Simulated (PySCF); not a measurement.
# SiO2 (silicon dioxide molecule) at CCSD(T)/STO-6G

What is the energy change on altering one bond length of SiO2 (silicon dioxide molecule) at CCSD(T)/STO-6G? The job is set up through a Python script.

The results are computed with PySCF 2.14.0.

8 further runs of the same task are left out: 1 that didn't finish, 7 set aside as unsound or not needed.

**1. The molecule**

The species is SiO2 (3 atoms), meant as a singlet with charge 0. SMILES: `O=[Si]=O`. The shape is that of a GFN2-xTB optimisation.

Bond lengths: O1–Si2 1.491 Å, Si2–O3 1.491 Å. Angles: O1–Si2–O3 179.9°.

**2. The energy at CCSD(T)/STO-6G**

Input file job.py:

```python
# O=[Si]=O
from pyscf import gto, cc

mol = gto.M(
    atom='''
O      1.306235     2.300345     0.970828
Si    -0.001380     0.000831    -0.000302
O     -1.304875    -2.301195    -0.970526
''',
    unit='bohr',
    spin=0,
    basis='sto-6g',
    verbose=4,
    max_memory=1860,
)

calc0 = mol.RHF()
calc0.conv_tol = 1e-10
calc0.kernel()
if not calc0.converged:
    calc0 = calc0.newton().run(calc0.mo_coeff, calc0.mo_occ)

mycc = cc.CCSD(calc0, frozen=7)
mycc.kernel()
e_t = mycc.ccsd_t()
etot = mycc.e_tot + e_t
print('Final energy', etot)
```

On the command line:

```console
$ OMP_NUM_THREADS=1 python job.py
```

The program printed:

```text
PySCF version 2.14.0

[INPUT] num. atoms = 3
[INPUT] num. electrons = 30
[INPUT] charge = 0
[INPUT] spin (= nelec alpha-beta = 2S) = 0
[INPUT] symmetry False subgroup None
[INPUT] Mole.unit = bohr
[INPUT] Symbol           X                Y                Z      unit          X                Y                Z       unit  Magmom
[INPUT]  1 O      0.691229794106   1.217290151254   0.513740053323 AA    1.306235000000   2.300345000000   0.970828000000 Bohr   0.0
[INPUT]  2 Si    -0.000730264551   0.000439746262  -0.000159811518 AA   -0.001380000000   0.000831000000  -0.000302000000 Bohr   0.0
[INPUT]  3 O     -0.690510113099  -1.217739951883  -0.513580241805 AA   -1.304875000000  -2.301195000000  -0.970526000000 Bohr   0.0

nuclear repulsion = 90.849652910292
number of shells = 11
number of NR pGTOs = 114
number of NR cGTOs = 19
basis = sto-6g
ecp = {}

[... 37 lines left out ...]
converged SCF energy = -436.84082854314
[... 12 lines left out ...]
Init t2, MP2 energy = -437.04392255186  E_corr(MP2) -0.203094008719213
[... 14 lines left out ...]
CCSD converged
[... 2 lines left out ...]
Final energy -437.06593209068075
```

Run time: 1.1 s. Hardware: 1 thread of Arm Neoverse V1, shared host; peak memory 0.11 GiB.

**3. The distorted shape at the same level**

Input file input.py:

```python
from pyscf import gto, cc

mol = gto.M(
    atom='O 1.521581 2.677508 1.130419; Si -0.000730 0.000440 -0.000160; O -0.690510 -1.217740 -0.513580',
    verbose=3,
    charge=0,
    max_memory=1860,
    basis='sto-6g',
)

hf = mol.RHF()
hf.conv_tol = 1e-10
hf.kernel()
if not hf.converged:
    hf = hf.newton().run(hf.mo_coeff, hf.mo_occ)

mycc = cc.CCSD(hf, frozen=7)
mycc.kernel()
e_t = mycc.ccsd_t()
e_final = mycc.e_tot + e_t
print('Final energy', e_final)
```

On the command line:

```console
$ OMP_NUM_THREADS=1 python input.py
```

The program printed:

```text
converged SCF energy = -436.770260916929
E(CCSD) = -436.9445209837037  E_corr = -0.1742600667742431
CCSD(T) correction = -0.0162927965571524
Final energy -436.9608137802609
```

Wall time 1.2 s (1 thread of Arm Neoverse V1, shared host); peak memory 0.11 GiB.

**4. What came out**

Level: CCSD(T)/STO-6G, 7 core orbitals frozen.

```
                                                          quantity          value
                                         first shape: total energy  -437.06593 Eh
                 first shape: dipole moment (Hartree–Fock density)         0.01 D
                  first shape: HOMO energy (Hartree–Fock orbitals)       -7.95 eV
                  first shape: LUMO energy (Hartree–Fock orbitals)        7.99 eV
                first shape: HOMO–LUMO gap (Hartree–Fock orbitals)       15.94 eV
          first shape: correlation energy (7 core orbitals frozen)     -225.1 mEh
                                       first shape: (T) correction     -35.99 mEh
                                        first shape: T1 diagnostic          0.038
                                     distorted shape: total energy  -436.96081 Eh
             distorted shape: dipole moment (Hartree–Fock density)         1.85 D
              distorted shape: HOMO energy (Hartree–Fock orbitals)       -8.00 eV
              distorted shape: LUMO energy (Hartree–Fock orbitals)        6.10 eV
            distorted shape: HOMO–LUMO gap (Hartree–Fock orbitals)       14.10 eV
      distorted shape: correlation energy (7 core orbitals frozen)     -190.6 mEh
                                   distorted shape: (T) correction     -16.29 mEh
                                    distorted shape: T1 diagnostic          0.030
energy change with the O1–Si2 bond stretched from 1.491 to 3.281 Å       2.860 eV
```

What this shows: With the O1–Si2 bond stretched from 1.491 to 3.281 Å the energy rises by 2.86 eV (276 kJ/mol). The first shape isn't relaxed at this level, so the change isn't measured from a minimum. A restricted reference can't describe the breaking bond well at this length. The minimal basis adds a large error of its own. The T1 diagnostic (first shape) of 0.038 is above the customary mark for such species, so a single reference may not serve. Mulliken charges (first shape) of the mean-field density run from -0.50 on O1 to +1.01 on Si2; they depend strongly on the basis. The triples (first shape) make up 16.0 % of the correlation energy. The T1 diagnostic (distorted shape) of 0.030 is above the customary mark for such species, so a single reference may not serve. Mulliken charges (distorted shape) of the mean-field density run from -0.52 on O3 to +0.52 on Si2; they depend strongly on the basis.
